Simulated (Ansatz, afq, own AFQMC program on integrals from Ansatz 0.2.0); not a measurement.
CH₃Mg, doublet in def2-TZVP, levels against CCSDT(Q)

```yaml
atoms:
  - { symbol: Mg, position_ang: [0.4849, -0.6803, -0.2080] }
  - { symbol: C, position_ang: [1.7619, -1.5853, -1.6543] }
  - { symbol: H, position_ang: [2.4280, -0.8350, -2.1134] }
  - { symbol: H, position_ang: [1.1718, -2.0572, -2.4582] }
  - { symbol: H, position_ang: [2.3914, -2.3632, -1.1894] }
```

Connectivity, by distances: Mg–CH3.

Basis def2-TZVP. Noble-gas cores (and the filled d shells of Ga–Kr and In–Xe) are frozen. Integrals, coupled cluster, full CI and functionals: Ansatz 0.2.0; the random walks run on the same integrals in our own AFQMC program. The CISD trial takes its coefficients from CCSD amplitudes. Released means that phaseless walkers are propagated on without the constraint, phases kept. Error bars are statistical, one sigma.

Determinant: UHF, the one that the program's search chose, which needn't be the lowest solution. The geometry is a PBE0/def2-SVP stationary point of this or a neighbouring charge and spin state.

No full CI on the walks' own integrals is used here; CCSDT(Q) serves as the reference and is uncertain by about the last step of the cluster series.

```
T1 diagnostic                               : 0.0139
weight of the determinant in the CISD state : 0.907
⟨S²⟩ of the determinant                     : 0.762
size of the correlated space                : 9 electrons in 75 orbitals
```

```csv
level,correlation energy (eV)
MP2,-5.4321
CCSD,-5.9788
CCSD(T),-6.1954
```

**Question.** Estimate where phaseless AFQMC with a CISD trial lies against CCSD(T) on the same integrals.

**Answer.** 0.34 ± 0.12 mEh below CCSD(T).

Reference: CCSDT(Q), correlation energy -6.220 eV. The released energy is read at 2.40 1/Eh (meV from the phaseless value at times in 1/Eh: -8 ± 3 at 0.24, -8 ± 3 at 0.51, -19 ± 3 at 0.99, -22 ± 4 at 1.62, -17 ± 3 at 2.40).

| level | E − E(reference) (mEh) | share of correlation (%) |
| --- | --- | --- |
| CCSD(T) | 0.91 | 99.60 |
| CCSDT | 0.34 | 99.85 |
| ph-AFQMC/CISD | 0.57 ± 0.12 | 99.75 |
| released AFQMC | -0.06 ± 0.13 | 100.03 |

Released energies are given only where the last usable release times agree within the noise; a slower fall can still hide under it.
